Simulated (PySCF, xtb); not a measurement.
isobutane (C4H10), SMILES CC(C)C.

Harmonic wavenumbers (cm⁻¹) from GFN2-xTB (xtb) at its own minimum, in rising order: 188, 237, 237, 364, 364, 448, 862, 946, 946, 965, 1005, 1005, 1193, 1193, 1205, 1333, 1333, 1410, 1410, 1429, 1494, 1500, 1500, 1509, 1509, 1515, 2925, 3025, 3025, 3025, 3032, 3032, 3033, 3037, 3037, 3038.

Problem. What does PySCF 2.14.0 with r2SCAN-D4/def2-SVP give at its own minimum? (An estimate is asked for; the answer gives what the named calculation found.)

Solution. 220, 272, 272, 366, 366, 431, 812, 914, 914, 941, 979, 979, 1188, 1188, 1195, 1340, 1340, 1378, 1378, 1400, 1450, 1457, 1458, 1479, 1479, 1485, 3006, 3016, 3016, 3022, 3107, 3107, 3114, 3120, 3122, 3122. Paired by order, the mean absolute difference is 34 cm⁻¹ and the zero-point energies are 81.9 and 82.1 kcal/mol.
